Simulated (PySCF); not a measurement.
AlCl3, SMILES [Cl][Al]([Cl])[Cl]. Atoms are numbered in the order given.

```xyz
4

Al     0.0000     0.0000     0.0000
Cl     2.0846     0.0000     0.0000
Cl    -1.0423    -1.8053     0.0000
Cl    -1.0423     1.8053     0.0000
```
Charge 0, spin multiplicity 1.

Coordinates come from a B3LYP-D3(BJ)/def2-SVP optimisation. The isomer is the one that the SMILES or the coordinates give; other isomers of the formula were not compared.

Two levels are set side by side: PBE/pcSseg-2 (PySCF) and PBE0/pcSseg-2 (PySCF). GIAO shifts against HCl (³⁵Cl) at the same level; non-relativistic, no solvent, atoms listed together averaged. Without spin–orbit terms, shifts of atoms bonded to Cl or Br come out too high at both levels. Differences are taken from unrounded values.

```json
[
 {"quantity": "δ(³⁵Cl) of Cl2, Cl3, Cl4 (ppm)", "PBE0": "32.7", "PBE": "59.0", "PBE minus PBE0": "26.3"}
]
```

Rough cost on one machine, each run with all the roots and properties that it gave: PBE0 against PBE within a factor of 2.
